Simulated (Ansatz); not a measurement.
**CHN: energies up the ladder**

The task here is to estimate one member of a computed series from the others.

Computed with Ansatz 0.2.0 (the levels named in each step, unless a step's input says otherwise).

### The structure to begin with

Bond lengths: C1–N2 1.158 Å, N2–H3 0.998 Å. Angles: C1–N2–H3 180.0°.

Structure file:

```xyz
3

C     0.0000    0.0000   -1.1048
N     0.0000    0.0000    0.0536
H     0.0000    0.0000    1.0512
```

The first run:

Input file input.yaml:

```yaml
crystal:
  periodic: [false, false, false]
  atoms:
    - { symbol: C, position_ang: [0.0, 0.0, -1.10780544] }
    - { symbol: "N", position_ang: [0.0, 0.0, 0.05570348] }
    - { symbol: H, position_ang: [0.0, 0.0, 1.05210196] }
basis:
  gaussian: { orbitals: def2-TZVPP }
hamiltonian:
  xc: pbe0
  dispersion: d4
phonons: {}
```

Started as:

```
ansatz run input.yaml --threads 2 --pin off --max-ram 5120MiB --backend cpu --events-out ev --progress --plain --runs-dir out
```

Steps of the session up to this table: Frequencies, PBE0-D4/def2-TZVPP; Single point, PBE-D4/def2-TZVPP; Single point, r2SCAN-D4/def2-TZVPP; Single point, B3LYP-D4/def2-TZVPP; Single point, wB97M-V/def2-TZVPP; Single point, B2PLYP/def2-TZVPP; Single point, LDA/def2-TZVPP; Single point, PBE0-D4/def2-SVP; Single point, PBE-D4/def2-SVP; Single point, CCSD(T)/def2-TZVPP; Single point, CCSD(T)/def2-QZVPP; The cation of multiplicity 2 at the same geometry, PBE0-D4/def2-TZVPP; The cation of multiplicity 2 at the same geometry, PBE-D4/def2-TZVPP; The cation of multiplicity 2 at the same geometry, r2SCAN-D4/def2-TZVPP; The cation of multiplicity 2 at the same geometry, B3LYP-D4/def2-TZVPP; The cation of multiplicity 2 at the same geometry, wB97M-V/def2-TZVPP; The cation of multiplicity 2 at the same geometry, B2PLYP/def2-TZVPP; The cation of multiplicity 2 at the same geometry, CCSD(T)/def2-TZVPP; The cation of multiplicity 2 at the same geometry, CCSD(T)/def2-QZVPP.

One of the session's tables, all rows but one given; the rest of the session is left out.

It belongs to the step «Vertical ionisation energy». 

```
               level  vertical ionisation energy (eV)
   PBE-D4/def2-TZVPP                           11.993
r2SCAN-D4/def2-TZVPP                           11.912
 B3LYP-D4/def2-TZVPP                           12.229
  wB97M-V/def2-TZVPP                           12.263
   B2PLYP/def2-TZVPP                           12.067
  CCSD(T)/def2-TZVPP                           11.958
  CCSD(T)/def2-QZVPP                           12.033
         CCSD(T)/CBS                                ?
```

Q: Estimate the row for CCSD(T)/CBS from the others.

As computed: vertical ionisation energy (eV): 12.088. In the column «vertical ionisation energy (eV)» it lies between B2PLYP/def2-TZVPP (12.067) and B3LYP-D4/def2-TZVPP (12.229).
